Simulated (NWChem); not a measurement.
methanol (CH4O); SMILES OC

Computed with NWChem. The geometry was optimised at PBE0/def2-SVP.

Q: Predict the results for PBE/aug-pcseg-1. Quantities: highest occupied level (eV); orbital gap (eV); dipole (D).

A: 
```
Property                     Result
---------------------------  ------
highest occupied level (eV)   -6.31
orbital gap (eV)               5.63
dipole (D)                     1.52
```
